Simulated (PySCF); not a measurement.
**Computed data sheet: `ClC(Cl)(Cl)F` (CFCl3)**

Species: CFCl3.
Z-matrix (Å and degrees, GFN2-xTB geometry), rows numbered from 1:
```
F 
C   1  1.3373
Cl  2  1.7710  1  108.58
Cl  2  1.7710  1  108.55  3   120.02
Cl  2  1.7708  1  108.52  3  -120.01
```

Structural features include: C–F bond and C–Cl bond.

GFN2-xTB geometry:

| Property | Result |
| --- | --- |
| Point group of the GFN2-xTB geometry | C3v |
| Rotational constants A, B, C of the GFN2-xTB geometry | 2.444, 2.444, 1.709 GHz |

PW91/pcX-1 ground state and GIAO shieldings, non-relativistic (PySCF):

| Property | Result |
| --- | --- |
| Dipole moment | 0.32 D |
| HOMO energy | -7.70 eV |
| LUMO energy | -2.37 eV |
| HOMO–LUMO gap | 5.33 eV |
| 13C isotropic shieldings by class | 32.8 (C2) ppm |
| Isotropic shieldings of nuclei other than C and H, by class | 153 (F1), 348 (Cl3/Cl4/Cl5) ppm |

Monoisotopic mass (most abundant isotopes): 135.9050 u.

Point group C3v permits a dipole; with 0.32 D the species has a pure rotational spectrum. With B = h/(8π²I), that is 505.379 GHz u Å² over I, the principal moments of inertia are 206.7, 206.8 and 295.7 u Å² (most abundant isotopes). The rotational constants are those of an oblate symmetric top. The dipole matches unit charges of opposite sign 0.07 Å apart (1 e·Å = 4.8032 D).

Isolated species at its GFN2-xTB geometry, gas phase. The shieldings hold no spin–orbit term; for a carbon that bears several chlorines this term is known to matter.

For the NMR shielding job (PW91/pcX-1), on an Intel Xeon at 2.30 GHz with one thread, shared host with 24 logical CPUs at a one-minute load of 25, this took 13 s wall, 11 s CPU and 0.90 GiB of memory at its peak.
